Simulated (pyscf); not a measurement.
Single points on ωB97X-D3(BJ)/def2-SVP structures (PySCF, gas phase).

Question: Estimate the classical barrier height and the reaction energy of O=Nb(=O)–Cl + H₂O -> O=Nb(OH)(OH)–Cl at r²SCAN/def2-TZVP. The step runs on the singlet surface, breaks H–O and forms H–O, Nb–O; take the separated reactants as zero.

Answer: ΔE‡ = -24.5 kcal/mol, ΔE = -72.6 kcal/mol. ωB97M-D3(BJ)/def2-TZVP gives -20.8 kcal/mol and -71.6 kcal/mol. Zero-point energy shifts the barrier by -0.3 kcal/mol. It is an addition across a multiple bond or ene-type step, with an imaginary mode of 1558i cm⁻¹. On the reactant side the descent ends in an adduct with a Nb–O contact, 39.9 kcal/mol under the separated species and 17.0 kcal/mol under the saddle at ωB97X-D3(BJ)/def2-TZVP. At r²SCAN the saddle lies under the separated reactants, which points to a path from their complex (located at ωB97X-D3(BJ) alone). What is counted as formed (Nb–O) is already present as a longer contact in the reactant adduct; forming that adduct is a step of its own. At the saddle there is also a short H–Nb contact that neither side keeps. At ωB97X-D3(BJ)/def2-TZVP the barrier from the zero used here is -22.9 kcal/mol. One saddle was located; it need not be the lowest between these sides. Elements past Kr carry the def2 core potentials, without spin-orbit coupling.
